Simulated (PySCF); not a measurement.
# Frontier orbitals and the lowest excitations

Species: C2H5B.
Geometry (PBE0-D3(BJ)/def2-SVP, Å), atoms numbered from 1 in this order:
```
atom  x, y, z in Å
B1     1.2912    0.0321    0.0979
C2    -0.1469   -0.5231    0.1103
C3    -1.1994    0.2824   -0.1286
H4     2.2511   -0.6728    0.3102
H5     1.4624    1.2093   -0.1315
H6    -0.3503   -1.5821    0.3131
H7    -1.0540    1.3485   -0.3370
H8    -2.2360   -0.0755   -0.1280
```

Level of theory: PySCF, TDDFT CAM-B3LYP/def2-SVPD, vertical, gas phase, core orbitals frozen in the response.

Frontier orbitals with the atoms that hold most of them (Löwdin shares over 4%, at most four atoms; ? is withheld):

```csv
orbital,ε (eV),atoms
HOMO-3,-12.82,"C3 28%, C2 22%, B1 14%, H7 14%"
HOMO-2,-10.80,"B1 30%, C2 24%, C3 15%, H4 15%"
HOMO-1,-10.63,?
HOMO,-9.80,?
LUMO,-0.98,"B1 37%, C3 26%, C2 19%, H4 6%"
LUMO+1,1.40,"B1 56%, C3 16%, H7 6%, H8 5%"
LUMO+2,2.03,"C3 29%, B1 23%, H8 21%, H7 7%"
```

Question: Give the leading atoms of the HOMO-1.

Answer: B1 (bonded to C and 2 H) 38%; H5 (bonded to B) 24%; C2 (bonded to B, C and H) 14%; H4 (bonded to B) 13%. By element: boron 38%, hydrogen 38% or more, carbon 14% or more.

Question: Give the leading atoms of the HOMO.

Answer: C2 (bonded to B, C and H) 41%; C3 (bonded to C and 2 H) 37%; B1 (bonded to C and 2 H) 10%. By element: carbon 78%, boron 10%.

Question: The HOMO–LUMO gap is 8.81 eV. Where does the response calculation put the lowest singlet, and from which orbitals?

Answer: S1 is at 5.40 eV (f = 0.0001), 3.41 eV below the gap, made of HOMO-1→LUMO (95%). Its leading pair isn't HOMO and LUMO; the energies of that pair differ by 9.65 eV. 

Question: One configuration dominates each of S1, S2, S3 and S5. Which, and how do the shares of the two leading atoms of either orbital change from the occupied to the empty one?

Answer: 
- S1 (5.40 eV, f 0.0001), HOMO-1→LUMO (95%): B1 38% → 37%, H5 24% → at most 7%, C3 at most 10% → 26%
- S2 (5.49 eV, f 0.0021), HOMO-2→LUMO (95%): B1 30% → 37%, C2 24% → 19%, C3 15% → 26%
- S3 (6.01 eV, f 0.304), HOMO→LUMO (97%): C2 41% → 19%, C3 37% → 26%, B1 10% → 37%
- S5 (8.16 eV, f 0.078), HOMO→LUMO+1 (76%): C2 41% → at most 6%, C3 37% → 16%, B1 10% → 56%

Löwdin shares depend on the basis, the more so with diffuse functions.

Time: 34 s of wall time. Hardware: an Arm Neoverse V1 with one thread, no GPU, on a shared host.
